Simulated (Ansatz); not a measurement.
Born–Oppenheimer molecular dynamics of CH₃AlF (6 atoms, charge -1, multiplicity 1). It starts at the highest image of a converged band. Of that band: Neighbouring images differ by up to 1.2 eV, so the band resolves the path poorly. A vibrational analysis at the climbing image gives one clearly imaginary mode, 1050i cm⁻¹: a first-order saddle point.

Theory: Ansatz, RKS PBE0/def2-SVP.

```json
{"ensemble": "NVE (velocity Verlet)", "time step": "0.5 fs", "steps asked": "200", "starting velocities drawn for": "300 K", "seed": "8169"}
```

First frame:

```xyz
6
Properties=species:S:1:pos:R:3
C -0.503 -0.018 -0.602
Al 0.376 -0.449 1.024
F 2.018 -0.964 0.928
H -1.541 0.297 -0.380
H -0.350 -0.056 -1.705
H 0.001 1.190 0.735
```

Q: How far do the bonds stretch over the last three quarters of this one trajectory? (Pairs bonded in most of those frames.)

A: 
| bond | mean (Å) | spread (Å) | shortest | longest |
| --- | --- | --- | --- | --- |
| C1–Al2 | 1.858 | 0.012 | 1.83 | 1.88 |
| C1–H4 | 1.111 | 0.011 | 1.09 | 1.14 |
| C1–H5 | 1.120 | 0.019 | 1.09 | 1.16 |
| Al2–F3 | 1.714 | 0.034 | 1.64 | 1.77 |
| Al2–H6 | 1.743 | 0.112 | 1.49 | 1.92 |

Mean temperature of the second half: 1750 K. The conserved energy stayed within 0.24 meV per atom of its start (net change -0.12 meV per atom), so the integration is sound. The system heated up, since it started high on the potential surface and ran downhill. A run of 0.1 ps of so small a system gives no equilibrium averages. The orbitals stay closed-shell, which can raise the energy where a bond breaks towards radicals; this wasn't checked here. Limits of this set-up: an anion without diffuse functions, the dipole of an ion depends on the origin.

Run time: 4.6 min on 1 thread of Arm Neoverse V1 (shared host), peak memory 0.1 GiB.
